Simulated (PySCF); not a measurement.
## Stationary points of H3SN

All numbers come from PBE0 in PySCF with S def2-TZVP, N def2-TZVP, H def2-TZVP; no relativity; density-fitted integrals.

Relaxations began from a few typed shapes. The search is not exhaustive: other isomers or separated fragments can lie lower, and high-lying points may rest on an excited occupation.

```csv
spin,group,bonds,angles,imaginary modes (cm⁻¹),ΔE (kJ/mol),ΔE with ZPE (kJ/mol)
singlet,C3v,"S–H 1.395 Å (×3), S–N 1.452 Å","H–S–H 92.5° (×3), H–S–N 123.5° (×3)",none,0.0,0.0
singlet,C2v,"S–H 1.397 Å (×2), S–H 1.412 Å, S–N 1.539 Å","H–S–H 85.9° (×2), H–S–H 171.8°, H–S–N 94.1° (×2), H–S–N 180.0°",776i,220.0,–
```

The lowest minimum found is the singlet C3v: S–H 1.395 Å (×3), S–N 1.452 Å; H–S–H 92.5° (×3), H–S–N 123.5° (×3).

Counting electrons, sulfur keeps none of its valence electrons outside its bonds, so the VSEPR class is AX4 and the expected shape is tetrahedral; with unlike ligands the computed point group is C3v.
